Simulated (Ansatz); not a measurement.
# AlCP+ (quartet): from Hartree-Fock to the top rungs, def2-QZVPP

An exercise on one series of results from a longer session: the logs are not shown, and one member is left open.

Program: Ansatz 0.2.0, Gaussian basis. Level of theory: def2-QZVPP, core rule «outside noble gas», up to 11 orbitals frozen. These are calculated values, not measurements.

The runs, in order: UHF; ROHF; CCSD(T) on UHF.

2 further runs of the same task are left out: 2 set aside as unsound or not needed.

### The geometry

The geometry is a PBE0/def2-TZVP stationary point (not a proven minimum) of the parent state, kept for this charge and spin.

3 atoms, charge 1, spin multiplicity 4.

Atoms are counted from 1 here; the program's logs count them from 0.

Bond lengths: Al1–C2 1.848 Å, C2–P3 1.569 Å. Angles: Al1–C2–P3 180.0°.

Set-up of the first run:

in.yaml reads:

```yaml
crystal:
  periodic: [false, false, false]
  atoms:
    - {symbol: Al, position_ang: [0.000000, 0.000000, 1.754767]}
    - {symbol: C, position_ang: [0.000000, 0.000000, -0.092933]}
    - {symbol: P, position_ang: [0.000000, 0.000000, -1.661833]}
basis:
  gaussian: {orbitals: "def2-QZVPP.json"}
total_charge: 1
magnetization: {spin_polarized: true, initial_magnetization: 3}
hamiltonian: {xc: hf}
output: {orbitals: {seedname: orbitals}}
```

Launch:

```bash
$ ansatz run in.yaml --threads 1 --pin off --events-out ev --progress --plain --max-ram 2393MiB
```

Steps of the session up to this table: UHF; ROHF; CCSD(T) on UHF.

One of the session's tables, all rows but one given; the rest of the session is left out.

It belongs to the step «Misses and costs». 

| method | from UCCSD(T) (kJ/mol) |
| --- | --- |
| ROHF | +862.9 |
| UHF | +837.5 |
| UMP2 | +125.7 |
| UCCSD | ? |
| UCCSD(T) | 0 |

**Question.** Estimate the row for UCCSD.

The run gave: from UCCSD(T) (kJ/mol): +49.1. In the column «from UCCSD(T) (kJ/mol)» it lies between UCCSD(T) (0) and UMP2 (+125.7).
